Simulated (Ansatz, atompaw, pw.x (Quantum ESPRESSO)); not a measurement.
**magnesium (Mg) (fcc): variants of one PAW (atompaw) potential in the solid**

* Element: Mg
* Generator: atompaw 4.2.0.5
* Type: PAW
* Functional: PBEsol
* Relativity: scalar-relativistic
* Frozen core: [Ne]
* Valence charge: 2
* Reference configuration: 3s1.75 3p0.25
* Partial waves: 3s (bound): rc 3.00 bohr; 3s channel at 2.95 Ry: rc 3.00 bohr; 3p (bound): rc 3.00 bohr; 3p channel at 0.3 Ry: rc 3.00 bohr; 3d channel at 0.45 Ry: rc 3.00 bohr
* Local potential: ultrasoft scheme with l = 3 at 0 Ry, radius 2.00 bohr
* Core correction: smooth core density matched at 1.55 bohr
* Augmentation charge: besselshape compensation charge, radius 2.65 bohr; PAW radius 3.00 bohr; waves and projectors: custom polynom2 7 10 vanderbiltortho

Crystal test: fcc Mg in pw.x 7.5, no spin, 13³ k-points, Fermi–Dirac smearing 0.01 Ry, cutoffs set for each file from its atomic test. The reference is all-electron LAPW (Ansatz 0.2.0) with the same functional, mesh and smearing; V0 and B0 come from Birch–Murnaghan fits to the pressures at five volumes. Errors are pseudo minus all-electron; Δ is the rms difference of the E(V) curves that follow from these fits, minima aligned, over ±6 % about the mean V0. Mesh and smearing are coarse, so the numbers serve the comparison and aren't converged zero-temperature values; the lattice is a test structure that the element need not adopt.

All-electron: a0 = 4.495 Å (V0 = 22.71 Å³/atom), B0 = 36.4 GPa.

Base: This is a poor potential for the solid.

A dash in a converged row means that the minimum lies outside the volumes sampled.

```csv
change,cutoffs (Ry),pw.x,a0 (Å),a0 error (%),B0 error (%),Δ (meV/atom),mean pressure error (GPa)
base,40/400,converged,4.552,+1.27,-2.6,6.9,+1.46
"local potential ultrasoft scheme with l = 3 at 0 Ry, radius 1.36 bohr",40/400,converged,4.528,+0.74,-0.6,4.0,+0.84
"local potential ultrasoft scheme with l = 3 at 0 Ry, radius 1.68 bohr",40/400,converged,4.538,+0.95,-1.4,5.2,+1.08
"local potential ultrasoft scheme with l = 3 at 0 Ry, radius 2.12 bohr",40/400,converged,4.559,+1.43,-3.1,7.7,+1.64
"local potential ultrasoft scheme with l = 3 at 0 Ry, radius 2.40 bohr",40/400,converged,4.570,+1.67,-4.1,9.0,+1.92
"local potential ultrasoft scheme with l = 3 at 0 Ry, radius 2.78 bohr",40/400,converged,–,–,–,–,+2.15
```
